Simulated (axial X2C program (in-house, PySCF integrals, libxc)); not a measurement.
Which functional? An output for ClF

An SCF output computed with an in-house all-electron X2C program for linear molecules (integrals from PySCF) for ClF at 1.632 Å, two-component, state Ω = 0, Cl dyall-av3z [9s8p3d2f], F dyall-av3z [7s6p3d2f] (cores contracted in-house), without its first line:

```
basis functions 116  fitting functions 582  grid points 4352
iter        total energy     max residual
   1       -560.319470966     1.26e-01
   2       -560.334615980     9.47e-03
   3       -560.335151661     5.43e-03
   4       -560.335242493     1.66e-03
   5       -560.335249560     2.46e-04
   6       -560.335250184     8.82e-05
   7       -560.335250303     2.29e-05
   8       -560.335250311     6.79e-06
   9       -560.335250312     4.19e-06
  10       -560.335250313     2.23e-06
converged
one-electron -874.49782817  Coulomb 302.35641177  exact exchange -37.72174906  xc functional 0.00000000  nuclear repulsion 49.61036352  atomic mean-field constant -0.08244837
```

Question: Which level of theory produced it?
A. BLYP
B. PBE0
C. HF

Answer: C. The exact-exchange term against the functional term shows a share of 1 of exact exchange.
